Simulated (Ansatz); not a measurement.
# BH₃Cl (doublet): wave-function methods side by side at distance B1–H4 along a hydrogen transfer = 1.282 Å, cc-pVDZ

One table from this session's results is given with a row withheld; the runs are named, their logs left out.

Computed with Ansatz 0.2.0, Gaussian basis. Level: cc-pVDZ, core rule «outside noble gas», up to 6 orbitals frozen.

The runs, in order: UHF; CCSD(T) on ROHF; CCSD(T) on UHF; BCCD(T) on ROHF; CISD; CCSDT(Q) on ROHF; CCSDT(Q) on UHF; CASSCF and MRCISD+Q, 3 electrons in 3 orbitals; CASSCF and NEVPT2, 3 electrons in 3 orbitals.

19 further runs of the same task are left out: 9 for a known fault of the program, 1 for a mislabelled method, 5 that didn't finish, 4 set aside as unsound or not needed.

## The geometry

The geometry derives from fragments relaxed apart (PBE0/def2-TZVP) and kept rigid, so it is no stationary point. A hydrogen atom is moved between rigid fragments.

5 atoms, charge 0, spin multiplicity 2.

Atoms are counted from 1 here; the program's logs count them from 0.

Bond lengths: B1–H2 1.193 Å, B1–H3 1.193 Å, B1–H4 1.282 Å, H4–Cl5 1.572 Å. Angles: H2–B1–H3 120.0°, H2–B1–H4 120.0°, H3–B1–H4 120.0°, B1–H4–Cl5 180.0°.

Set-up of the first run:

Input file in.yaml:

```yaml
crystal:
  periodic: [false, false, false]
  atoms:
    - {symbol: B, position_ang: [-2.054708, 0.000000, 0.000000]}
    - {symbol: H, position_ang: [-2.651442, 1.033571, 0.000000]}
    - {symbol: H, position_ang: [-2.651442, -1.033571, 0.000000]}
    - {symbol: H, position_ang: [-0.772708, 0.000000, 0.000000]}
    - {symbol: Cl, position_ang: [0.799292, 0.000000, 0.000000]}
basis:
  gaussian: {orbitals: cc-pVDZ}
magnetization: {spin_polarized: true, initial_magnetization: 1}
hamiltonian: {xc: hf}
output: {orbitals: {seedname: orbitals}}
```

Launch:

```console
ansatz run in.yaml --threads 1 --pin off --events-out ev --progress --plain --max-ram 2393MiB
```

Among the steps run: UHF; CCSD(T) on ROHF; CCSD(T) on UHF; BCCD(T) on ROHF; CISD; CCSDT(Q) on ROHF; CCSDT(Q) on UHF; CASSCF and MRCISD+Q, 3 electrons in 3 orbitals; CASSCF and NEVPT2, 3 electrons in 3 orbitals.

One of the session's tables, all rows but one given; the rest of the session is left out.

| method | from UCCSDT(Q) (meV) |
| --- | --- |
| ROHF | +7387.2 |
| UHF | +7175.1 |
| RMP2 | +1132.1 |
| UMP2 | +1186.9 |
| CISD | +722.2 |
| RCCSD | +158.5 |
| UCCSD | +153.3 |
| RCCSD(T) | +30.0 |
| UCCSD(T) | +30.4 |
| BCCD(T) | +30.3 |
| RCCSDT | +9.7 |
| UCCSDT | +9.2 |
| RCCSDT(Q) | +0.3 |
| UCCSDT(Q) | 0 |
| CASSCF pair | ? |
| NEVPT2 pair | +1152.1 |
| MRCISD pair | +642.3 |
| MRCISD+Q pair | +43.5 |

Estimate the missing values for CASSCF pair.

The run gave: from UCCSDT(Q) (meV): +6885.7. In the column «from UCCSDT(Q) (meV)» it lies between UMP2 (+1186.9) and UHF (+7175.1).

Among the levels timed on like hardware and quicker than the yardstick, those that no quicker one beats, quickest first: NEVPT2 pair (0.78 s, +1152.1 meV); MRCISD+Q pair (1.1 s, +43.5 meV); RCCSD(T) (3.2 s, +30.0 meV).

Limits of these values: Of the multireference levels listed MRCISD+Q pair comes nearest in total energy (+43.5 meV), which doesn't show that its space is the better one. Restricted and unrestricted rows rest on different reference determinants; where their highest levels disagree by more than a few hundredths of an eV, they describe different states and don't form one ladder.
